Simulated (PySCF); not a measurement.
Energy of Al⁻ (aluminium, charge -1) between two integer charges

The 3p alpha orbital of [Ne] 3s2 3p2 is emptied in steps (occupation f), with all orbitals relaxed, ending at [Ne] 3s2 3p1. Computed with PySCF 2.14 in aug-pcseg-2, with no relativity, point nucleus. The exact energy is a straight line in f; departures are measured from the line between the end points of the same method.

```csv
f,LDA (eV),PBE (eV),PBE0 (eV),r2SCAN (eV),LC-wPBE (eV),BHandHLYP (eV),wB97X (eV),B3LYP (eV),r2SCAN0 (eV)
1,0.000,0.000,0.000,0.000,0.000,0.000,0.000,0.000,0.000
0.8,-0.314,-0.312,-0.221,-0.301,0.056,-0.124,0.039,-0.234,-0.211
0.6,-0.495,-0.488,-0.342,-0.466,0.080,-0.195,0.051,-0.367,-0.323
0.4,-0.516,-0.505,-0.350,-0.474,0.077,-0.202,0.046,-0.380,-0.326
0.2,-0.356,-0.345,-0.237,-0.317,0.051,-0.138,0.027,-0.260,-0.216
0,0.000,0.000,0.000,0.000,0.000,0.000,0.000,0.000,0.000
```

```csv
method,E(f=0) − E(f=1) (eV),−ε at f=1 (eV),−ε at f=0.4 (eV)
LDA,0.646,-1.210,0.980
PBE,0.591,-1.268,0.939
PBE0,0.541,-0.785,0.799
r2SCAN,0.623,-1.187,0.994
LC-wPBE,0.480,0.863,0.408
BHandHLYP,0.278,-0.448,0.417
wB97X,0.260,0.546,0.195
B3LYP,0.468,-0.929,0.725
r2SCAN0,0.574,-0.704,0.843
```

Orbital energy along the path (eV):

| f | LDA | PBE | PBE0 | r2SCAN | LC-wPBE | BHandHLYP | wB97X | B3LYP | r2SCAN0 |
| --- | --- | --- | --- | --- | --- | --- | --- | --- | --- |
| 1 | 1.210 | 1.268 | 0.785 | 1.187 | -0.863 | 0.448 | -0.546 | 0.929 | 0.704 |
| 0.8 | 0.615 | 0.650 | 0.326 | 0.561 | -0.670 | 0.222 | -0.378 | 0.464 | 0.246 |
| 0.6 | -0.118 | -0.091 | -0.209 | -0.179 | -0.530 | -0.078 | -0.274 | -0.091 | -0.282 |
| 0.4 | -0.980 | -0.939 | -0.799 | -0.994 | -0.408 | -0.417 | -0.195 | -0.725 | -0.843 |
| 0.2 | -1.929 | -1.851 | -1.417 | -1.819 | -0.287 | -0.780 | -0.139 | -1.414 | -1.398 |
| 0 | -2.921 | -2.774 | -2.027 | -2.577 | -0.163 | -1.155 | -0.103 | -2.122 | -1.900 |

At f = 1 the orbital energy is positive for LDA, PBE, PBE0, r2SCAN, BHandHLYP, B3LYP, r2SCAN0: only the finite basis holds the electron.

Reference removal energy between the ground levels: 0.433 eV (measured; photodetachment measurements, as compiled on the Wikipedia data page of electron affinities). The calculation has no spin-orbit coupling.
